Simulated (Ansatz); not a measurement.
CsCl-type TlCl, treated with B3LYP (VWN-RPA form) (Ansatz, a program for electronic structure, plane waves, PAW).

Run with plane-wave cutoff 460 eV, 8×8×8 k mesh, Fermi–Dirac smearing 0.01 eV, scalar-relativistic PAW data made under PBE.

Energies at three volumes about the minimum:

| V (Å³/atom) | E − E_lowest (meV/atom) |
|---|---|
| 30.303 | 2.78 |
| 31.424 | 0.00 |
| 32.210 | 1.09 |

Question: Fit a parabola by hand: where is the minimum, what lattice constant follows, and what is the bulk modulus?

Answer: Slopes: (0.00 − 2.78)/(31.424 − 30.303) = -2.480 and (1.09 − 0.00)/(32.210 − 31.424) = 1.387 meV/Å³. Curvature E″ = 2 × (1.387 − (-2.480))/(32.210 − 30.303) = 4.056 meV/Å⁶. From the middle of the first interval, the slope vanishes at V0 = 30.8635 − (-2.480)/4.056 = 31.475 Å³/atom. B = V0 E″ = 31.475 × 4.056 meV/Å³ × 0.1602 GPa per meV/Å³ = 20.5 GPa. With 2 atoms in the cube, a = (2 × 31.475)^(1/3) = 3.978 Å. The full Birch–Murnaghan fit to all volumes gives V0 = 31.448 Å³/atom and B0 = 19.8 GPa.

Measured, for comparison: lattice constant a 3.842 Å (temperature not stated, not corrected to a static lattice; as tabulated in Wikipedia's data pages).

Note: the cell is over a tenth larger than the published one: the level's own overestimate first of all, though another phase or state, or a fault of the published cell, is possible.
